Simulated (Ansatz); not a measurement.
hcp Lu was calculated with PBE (PAW; Ansatz, a quantum-chemistry and plane-wave program).

Settings: plane-wave cutoff 520 eV, 18×18×10 k mesh (along the axes of the cell as run), Fermi–Dirac smearing 0.05 eV, scalar-relativistic PAW data made under PBE.

Computed points:

```json
[
 {"V (Å³/atom)": "27.931", "E − E_lowest (meV/atom)": "7.17", "P (GPa)": "2.035"},
 {"V (Å³/atom)": "28.513", "E − E_lowest (meV/atom)": "1.74", "P (GPa)": "0.972"},
 {"V (Å³/atom)": "29.095", "E − E_lowest (meV/atom)": "0.00", "P (GPa)": "0.000"},
 {"V (Å³/atom)": "29.677", "E − E_lowest (meV/atom)": "1.64", "P (GPa)": "-0.888"},
 {"V (Å³/atom)": "30.259", "E − E_lowest (meV/atom)": "6.36", "P (GPa)": "-1.701"}
]
```

Estimate the bulk modulus from the pressures at 28.513 and 29.677 Å³/atom, and compare it with a fit to all energies.

B = −V dP/dV. Between V = 28.513 and 29.677 Å³/atom, dP/dV = (-0.888 − (0.972))/(29.677 − 28.513) = -1.60 GPa per Å³/atom; at the midpoint 29.095 Å³/atom this gives B ≈ 46.5 GPa. The third-order Birch–Murnaghan fit gives V0 = 29.095 Å³/atom, B0 = 46.4 GPa, B′ = 3.5, which lies within 1 % of that estimate.

Shape and atoms are relaxed at each volume.

Measured, for comparison: bulk modulus 47.6 GPa (room temperature, not corrected to a static lattice; as tabulated in Wikipedia's data pages); equilibrium volume per atom 29.52 Å³/atom (room temperature, not corrected to a static lattice; as tabulated in Söderlind et al. (2014), doi:10.1088/0953-8984/26/41/416001). Computed (rounded) less measured: bulk modulus -3 %, equilibrium volume per atom -1.4 %. A static lattice is as a rule a little smaller and stiffer than an uncorrected measurement, which narrows the difference in the equilibrium volume per atom and would widen misses of the other sign.

Note: the bulk modulus comes from volumes at which shape and atoms were relaxed.

Spin–orbit coupling is not included.

Static lattice: no zero-point or thermal effects.
